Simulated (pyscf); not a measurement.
Optimised with ωB97X-D3(BJ)/def2-SVP in PySCF.

Q: Estimate by transition-state theory the rate constant of O=W(F)(F)(F)–Cl + H₂O → O=W(OH)(F)(F)–F + HCl (singlet surface; Cl–W, H–O broken, O–W, Cl–H formed) at 900 K, with ωB97M-D3(BJ)/def2-TZVP energies (ideal gas, 1 atm, RRHO with modes under 100 cm⁻¹ raised to 100, one conformer, R ln 2 for rigid chiral ones; no tunnelling).

A: The electronic barrier is 4.3 kcal/mol and the thermal terms add +30.9, so ΔG‡ = 35.2 kcal/mol. With k_BT/h = 1.88e+13 s⁻¹ and RT = 1.788 kcal/mol, and a volume of 1.23e-19 cm³ per molecule at 1 atm, k = 6.6e-15 cm³ molecule⁻¹ s⁻¹. Wigner's tunnelling factor for 864i cm⁻¹ would be 1.08. A shift of 1 kcal/mol in the barrier changes k by a factor 1.7. On the reactant side the descent ends in an adduct with a O–W contact, 9.4 kcal/mol under the separated species and 12.8 kcal/mol under the saddle at ωB97X-D3(BJ)/def2-TZVP. On the product side the descent ends in a bound adduct, 8.8 kcal/mol under the separated species and 8.7 kcal/mol under the saddle at ωB97X-D3(BJ)/def2-TZVP. What is counted as formed (O–W) is already present as a longer contact in the reactant adduct; forming that adduct is a step of its own. This is the saddle that the search found; another between the same sides may lie lower. Elements past Kr carry the def2 core potentials, without spin-orbit coupling.
